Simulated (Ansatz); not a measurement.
# Equilibrium lattice constant a of some cubic bcc solids

Method: r²SCAN (Ansatz, a program for electronic structure, plane waves, PAW). References are measured values corrected to a static lattice.

Values in Å.

```tsv
solid	reference	r²SCAN	error (%)
bcc Na	4.214	4.223	+0.21
bcc W	3.16	3.169	+0.28
bcc Cs	6.039¶	6.273	+3.87
bcc K	5.212¶	5.348	+2.61
bcc Ta	3.299	3.305	+0.18
bcc Mo	3.141	3.151	+0.32
antiferromagnetic bcc Cr	2.877	2.961	+2.92
bcc V	3.021	2.982	-1.29
bcc Fe	2.853	2.866	+0.46
bcc Rb	5.576¶	5.747	+3.07
bcc Li	3.449¶	3.477	+0.81
bcc Ba	4.995¶	5.070	+1.50
bcc Nb	3.294	3.303	+0.27
```

Over these 13 solids the mean error is +1.17 %, the mean absolute error 1.37 % (median 0.81 %), and the worst case bcc Cs at +3.87 %; the value is too high in 12 of 13 cases.

All these references are brought to a static lattice.

Spin–orbit coupling is left out, also for the solids with elements from indium on (bcc W, bcc Cs, bcc Ta, bcc Ba); its size isn't shown.

¶ marks references of a special kind: bcc Cs, 6.039 Å (measured, low-temperature or extrapolated to 0 K; zero-point anharmonic expansion removed; as tabulated in Csonka et al. (2009), arXiv:0903.4037); bcc K, 5.212 Å (measured, low-temperature or extrapolated to 0 K; zero-point anharmonic expansion removed; as tabulated in Csonka et al. (2009), arXiv:0903.4037); bcc Rb, 5.576 Å (measured, low-temperature or extrapolated to 0 K; zero-point anharmonic expansion removed; as tabulated in Csonka et al. (2009), arXiv:0903.4037); bcc Li, 3.449 Å (measured, low-temperature or extrapolated to 0 K; zero-point anharmonic expansion removed, our sources range from 3.443 to 3.453; as tabulated in Csonka et al. (2009), arXiv:0903.4037); bcc Ba, 4.995 Å (measured, low-temperature or extrapolated to 0 K; zero-point anharmonic expansion removed, our sources range from 4.995 to 5.004; as tabulated in Csonka et al. (2009), arXiv:0903.4037).

Differences are worked out from the printed values.

Caveats: the commensurate order stands in for chromium's spin-density wave, and the size of the moments varies much between levels (antiferromagnetic bcc Cr). Ansatz's density-functional and Hartree–Fock values are scalar-relativistic unless marked +SOC, with PAW data made under PBE.

Ansatz's runs of these crystals have no spin polarisation, but for antiferromagnetic bcc Cr, bcc Fe. Meta-GGAs and exact exchange favour moments, which can bear on antiferromagnetic bcc Cr, bcc V, bcc Fe.

Density-functional runs with spin start from opposed moments for antiferromagnetic bcc Cr, parallel moments for bcc Fe.

Not in this set, of the bcc solids with a reference value in our tables and a result at some level: 3 for a high-temperature or high-pressure phase. These can be a level's best or worst cases. Solids without a released value at any level aren't counted. Layered and molecular crystals are counted apart. The metals Ce to Yb are counted apart.

References as tabulated in Mejia-Rodriguez and Trickey (2018), arXiv:1807.09216; Csonka et al. (2009), arXiv:0903.4037; Levämäki et al. (2014), arXiv:1402.3671.
